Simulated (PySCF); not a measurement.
## Spin states of PH

Unrestricted PBE0; PySCF, no relativity, basis sets P aug-cc-pV(D+d)Z, H aug-cc-pVDZ. Outer shells of the fragments: P 3s2 3p3; H 1s1.

Followed along the bond (rough minima from three points):

```
2Ms+1    unpaired  ⟨S²⟩ at the start  R at minimum (Å)  Te (eV)
    3        π ↑↑               2.01              1.44     0.00
    1        π ↑↓               1.01              1.44     0.38
    1        none               0.00              1.44     1.59
    5  σ ↑↑, π ↑↑               6.00  none in the scan   ≤ 6.30
```

Solutions found at the starting distance of 1.385 Å, counted from the lowest of them; the search is not exhaustive and high or unbound solutions are not listed, so other states can lie among these:

| 2Ms+1 | unpaired | term | E (eV) | ⟨S²⟩ | ⟨Lz²⟩ | μ (D) |
| --- | --- | --- | --- | --- | --- | --- |
| 3 | π ↑↑ | ³Σ⁻ | 0.00 | 2.01 | 0.00 | 0.53 |
| 1 | π ↑↓ | mixed | 0.38 | 1.01 | 2.02 | 0.52 |
| 1 | none | mixed | 1.59 | 0.00 | 2.00 | 0.52 |
| 3 | σ ↑, π ↑ | ³Π | 3.69 | 2.01 | 1.01 | 0.56 |
| 1 | σ ↓, π ↑ | mixed | 4.15 | 1.02 | 1.01 | 0.69 |
| 3 | σ ↑, π ↑ | ³Π | 6.21 | 2.01 | 1.01 | -0.70 |
| 1 | σ ↓, π ↑ | mixed | 6.40 | 1.01 | 1.01 | -1.06 |
| 5 | σ ↑↑, π ↑↑ | ⁵Σ⁻ | 6.96 | 6.00 | 0.00 | -0.12 |
| 3 | π ↑↑ | mixed | 8.05 | 2.01 | 2.01 | 0.86 |
| 3 | σ ↑↑, π ↑↓ | mixed | 8.10 | 3.01 | 2.04 | -0.25 |

A term symbol is given only where ⟨S²⟩ and ⟨Lz²⟩ are close to those of a pure state; real π, δ and φ orbitals otherwise mix terms. A positive dipole means P(−)H(+).

Counting both spins, an empty level lies below a filled one in some of these solutions, because spin and occupation are held.
